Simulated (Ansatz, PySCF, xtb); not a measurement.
Bonds broken one at a time in the series Al Br-NH2. All species are isolated molecules in the gas phase. Strings in code marks are SMILES.

Quantity: homolytic bond dissociation enthalpy at 298 K (no spin–orbit term), in kcal/mol. Enthalpy corrections at 298 K come from GFN2-xTB frequencies (xtb).

Level 1: PBE/6-31G* // PBE0-D3(BJ)/def2-TZVP (PySCF)
Level 2: HF/3-21G // PBE0-D3(BJ)/def2-TZVP (PySCF)
Level 3: HF/STO-3G // PBE0-D3(BJ)/def2-TZVP (PySCF)
Level 4: HF/cc-pVTZ // PBE0-D3(BJ)/def2-TZVP (Ansatz, a quantum-chemistry and plane-wave program)

```
species                                                                  level 1  level 2  level 3  level 4
-----------------------------------------------------------------------  -------  -------  -------  -------
N–Al bond of `[NH2][Al]([NH2])[Br]`, giving `[NH2]` and `[NH2][Al][Br]`     98.3     84.9     99.0     76.8
Al–Br bond of `[NH2][Al]([Br])[Br]`, giving `[Br]` and `[NH2][Al][Br]`      99.9     69.3      ___     79.6
Br–Al bond of `[Br][Al]([Br])[Br]`, giving `[Br]` and `[Br][Al][Br]`         ___     63.9      ___     75.5
```

Fill in the missing entries.


- Al–Br bond of `[NH2][Al]([Br])[Br]`, giving `[Br]` and `[NH2][Al][Br]`, level 3: 108.7
- Br–Al bond of `[Br][Al]([Br])[Br]`, giving `[Br]` and `[Br][Al][Br]`, level 1: 95.7
- Br–Al bond of `[Br][Al]([Br])[Br]`, giving `[Br]` and `[Br][Al][Br]`, level 3: 101.4
